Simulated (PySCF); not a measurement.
## Energy profile

The step: BH₃S ([BH2][SH]) + H₂O → BH₃O ([BH2][OH]) + H₂S; bonds formed: S2–H5; dative contacts that become bonds: B1–O6; bonds broken: B1–S2, H5–O6 (atoms numbered as in the saddle structure below).

```
8
angstrom
B -0.2980 -0.4829 -0.4375
S 1.5030 0.4767 -0.2188
H -0.0499 -1.6563 -0.3677
H -0.8397 -0.0674 -1.4204
H 0.4031 0.5739 0.8591
O -0.8577 0.0989 0.8554
H 1.1486 1.6442 -0.7817
H -1.0094 -0.5874 1.5116
```

Electronic energies by CCSD(T) at an estimated basis limit (MP2 extrapolated from triple and quadruple zeta, plus CCSD(T) − MP2 in triple zeta), on PBE0-D4/def2-TZVP structures; BH5SO, closed shell; no counterpoise correction. PySCF 2.14 with density fitting (its default auxiliary sets; JK sets also for MP2 and CCSD(T)); basis: def2-TZVPP and def2-QZVPP; cores frozen in the correlated methods. Extrapolation: Hartree–Fock as exp(−7.88 √X), correlation as X^−2.97.

**Question.** Give the profile in kcal/mol, counted from the separated reactants. (An estimate is asked for; the value comes from the calculation.)

**Answer.** The calculation gives:
| point | kcal/mol |
| --- | --- |
| separated: BH3S (linked as [BH2][SH]; B1, S2, H3, H4, H7; singlet) + H2O (H5, O6, H8; singlet) | 0.00 |
| start structure | -5.48 |
| saddle | 11.23 |
| end structure | -11.23 |
| separated: BH3O (linked as [BH2][OH]; B1, H3, H4, O6, H8; singlet) + H2S (S2, H5, H7; singlet) | -9.52 |

T1 diagnostic: at most 0.015.

For scale, one of the runs: CCSD(T)/def2-TZVPP, 174 basis functions, launched by `OMP_NUM_THREADS=4 python run.py`. Hardware: 4 CPU threads of an Arm Neoverse V1, shared host. Wall time 2.9 min; peak host memory 1.5 GiB.
